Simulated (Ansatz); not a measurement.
AlH₂F⁺, relaxed as a doublet with UKS PBE0-D4/def2-TZVP in Ansatz, starting from the PBE0-D4/def2-TZVP geometry of the neutral singlet. Force threshold 0.02 eV/Å.

Start:

```xyz
4

Al    0.0168    0.0221   -0.0481
H    -0.4003   -0.7354   -1.3653
H     0.8242    1.3729    0.0309
F    -0.4407   -0.6596    1.3825
```

Problem. Estimate the energy that the relaxation releases and the steps that it takes.

Solution. 44.7 kJ/mol, in 7 steps; 2.6 s on 4 threads of AMD EPYC 9R45 on a shared host. No frequencies were taken in this run, so the end may be a saddle point.

Problem. Does the start keep its bonding and symmetry?

Solution. By distances, no bond broke or formed. The bond that changes most is Al1–H2, from 1.58 to 1.68 Å (atoms count from 1). A close non-bonded pair moves further: H2–H3, from 2.81 to 2.10 Å. Point group C2v at the start, C2v at the end, both within 0.05 Å.

Problem. Predict the relaxed structure.

Solution. 
```xyz
4

Al   -0.0700   -0.1049    0.2197
H    -0.1675   -0.3532   -1.4344
H     0.7485    1.2239   -0.3899
F    -0.5110   -0.7658    1.6046
```
Bond lengths: 1 × Al–F 1.60 Å; 2 × Al–H 1.68 Å.
